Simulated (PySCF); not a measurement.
Molecule: SMILES PP, H4P2.

Atom-mapped SMILES (the numbers label the heavy atoms): `[PH2:1][PH2:2]`. Hydrogens are named by the atom that carries them.

Geometry PBE0-D3(BJ)/def2-SVP throughout; GIAO in PySCF, gas phase, one conformer, non-relativistic; equivalent atoms averaged; basis pcSseg-2.

**Question.** How do the absolute shieldings σ depend on the functional? (ppm; last column core-seconds on 1 thread of an Intel Xeon Platinum 8488C, shared host)

**Answer.** 
```
functional                    kind  P1/P2  H(P1)/H(P2)  core-s
      WP04           global hybrid  459.2        29.40     5.4
     B97-2           global hybrid  518.7        28.82     5.2
 BHandHLYP           global hybrid  513.4        28.98     5.1
 CAM-B3LYP  range-separated hybrid  504.5        28.83     8.1
   wB97X-D  range-separated hybrid  519.8        28.83     8.6
   LC-wPBE  range-separated hybrid  535.6        28.82     8.7
```

**Question.** Which nucleus moves most, in ppm?

**Answer.** P1/P2 (phosphorus bonded to P, 2 H): from 459.2 ppm with WP04 to 535.6 ppm with LC-wPBE. The smallest spread is 0.58 ppm, at H(P1)/H(P2).
